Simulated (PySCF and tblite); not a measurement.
Results of a calculation; reference values are marked as such.
Stationary points of C3H3FO at B3LYP-D3(BJ)/def2-SVP, in Å:

Structure A

```
 1 C     1.226   -0.294    0.102
 2 C     0.125    0.391   -0.213
 3 F     0.172    1.577   -0.839
 4 C    -1.264   -0.059    0.080
 5 O    -1.531   -1.097    0.635
 6 H     1.106   -1.252    0.610
 7 H     2.222    0.082   -0.136
 8 H    -2.047    0.662   -0.265
```

Structure B

```
 1 C     1.184   -0.296   -0.272
 2 C     0.142    0.447    0.117
 3 F     0.280    1.714    0.500
 4 C    -1.250   -0.067    0.156
 5 O    -2.200    0.590    0.499
 6 H     1.022   -1.331   -0.577
 7 H     2.197    0.109   -0.291
 8 H    -1.341   -1.136   -0.166
```

Structure C

```
 1 C     1.231   -0.328   -0.070
 2 C     0.139    0.426   -0.037
 3 F     0.188    1.764   -0.131
 4 C    -1.285   -0.072    0.099
 5 O    -1.853   -0.143    1.156
 6 H     1.149   -1.413    0.002
 7 H     2.221    0.125   -0.159
 8 H    -1.789   -0.359   -0.860
```

Level: PBE0/pcSseg-1 + D3(BJ) on B3LYP-D3(BJ)/def2-SVP stationary points, with GFN2-xTB thermal terms.

Question: Which structure is a saddle point, and along which motion?

Answer: C: one imaginary mode (162i cm⁻¹ at GFN2-xTB, mostly on H8, O5, C4), along the rotation about the C2–C4 bond (torsion C1–C2–C4–O5 from 0° to 180°, rising).

Question: Give their symmetry and energies above the lowest.

Answer: A Cs, 0.0 kcal/mol; B Cs, 0.4 kcal/mol; C C1, 10.0 kcal/mol.
